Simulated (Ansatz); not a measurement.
Basis-set extrapolation for 1,4-dioxane (PBE0-D4/def2-TZVP geometry, frozen core, the Gaussian-basis code of Ansatz). Multiplicity 1, RHF reference.

```csv
,def2-TZVPP,def2-QZVPP
HF,-305.940030,-305.954245
MP2 correlation,-1.144670,-1.225656
CCSD(T) correlation,-1.232503,not run
```

Energies in hartree. Use E(X) = E(∞) + A·exp(−7.88·√X) for Hartree–Fock and E(X) = E(∞) + B·X^(−2.97) for correlation, with X = 3 and 4, and add CCSD(T) minus MP2 of the smaller set to the MP2 limit.

What is the CCSD(T) energy at the basis-set limit?

HF limit: -305.954245 + (-0.014215) × 0.13774 = -305.95620. MP2 limit: -1.225656 + (-0.080986) × 0.74074 = -1.28565. Higher-order term: -1.232503 − (-1.144670) = -0.08783. Total: -307.32968 hartree, 412.6 kJ/mol below CCSD(T)/def2-TZVPP.
